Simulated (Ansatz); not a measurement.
Process, species as SMILES: O (H2O) + H+ → [OH3+]
B3LYP-D3(BJ)/def2-TZVP geometries, fixed; electronic energies without zero-point terms; positive where energy is released.
Largest species:
```xyz
4

O      0.0646     0.0016     0.0270
H      0.0018     0.8028    -0.5358
H      0.0191    -0.8364    -0.4814
H     -0.5378     0.0209     0.8012
```
Charge +1, spin multiplicity 1.

Basis-set convergence of the proton affinity at PBE with Ansatz (a program for electronic structure). Cartesian d functions, on some or all atoms, in 6-31G*, 6-31+G*; all else is spherical. The program fits the integrals of some runs and decomposes those of others, by size. No added dispersion term, no relativity. Functions are those of the species that has most. Reference: the value in pcseg-4, 170.80 kcal/mol, itself unsure by roughly 0.18 kcal/mol (its mean distance from aug-pcseg-3, aug-cc-pVQZ, cc-pV5Z). Deviations are taken from unrounded values.

```csv
basis,functions,proton affinity (kcal/mol)
6-31G*,21,176.23
6-31+G*,25,168.60
cc-pVDZ,29,178.82
aug-cc-pVDZ,50,169.11
def2-SVP,29,179.26
def2-SVPD,47,169.60
pcseg-1,29,171.87
aug-pcseg-1,50,167.50
6-311G**,36,177.66
6-311+G**,40,170.90
def2-TZVP,49,172.38
def2-TZVPD,67,170.01
cc-pVTZ,72,174.58
aug-cc-pVTZ,115,170.58
pcseg-2,72,171.61
aug-pcseg-2,115,170.66
def2-TZVPP,73,172.64
def2-TZVPPD,91,170.68
cc-pVQZ,145,172.57
aug-cc-pVQZ,218,170.74
def2-QZVPP,147,171.38
def2-QZVPPD,165,170.75
pcseg-3,159,170.86
aug-pcseg-3,232,170.78
```

What the diffuse functions change, pair by pair:
- 6-31G* to 6-31+G*: 4 more functions, deviation 5.43 to -2.20 kcal/mol
- cc-pVDZ to aug-cc-pVDZ: 21 more functions, deviation 8.02 to -1.69 kcal/mol
- def2-SVP to def2-SVPD: 18 more functions, deviation 8.46 to -1.20 kcal/mol
- pcseg-1 to aug-pcseg-1: 21 more functions, deviation 1.07 to -3.29 kcal/mol
- 6-311G** to 6-311+G**: 4 more functions, deviation 6.87 to 0.10 kcal/mol
- def2-TZVP to def2-TZVPD: 18 more functions, deviation 1.58 to -0.78 kcal/mol
- cc-pVTZ to aug-cc-pVTZ: 43 more functions, deviation 3.78 to -0.21 kcal/mol
- pcseg-2 to aug-pcseg-2: 43 more functions, deviation 0.81 to -0.14 kcal/mol
- def2-TZVPP to def2-TZVPPD: 18 more functions, deviation 1.84 to -0.11 kcal/mol
- cc-pVQZ to aug-cc-pVQZ: 73 more functions, deviation 1.77 to -0.06 kcal/mol
- def2-QZVPP to def2-QZVPPD: 18 more functions, deviation 0.58 to -0.05 kcal/mol
- pcseg-3 to aug-pcseg-3: 73 more functions, deviation 0.06 to -0.01 kcal/mol

They bring the value nearer the reference by more than 0.18 kcal/mol in 10 of 12 pairs.
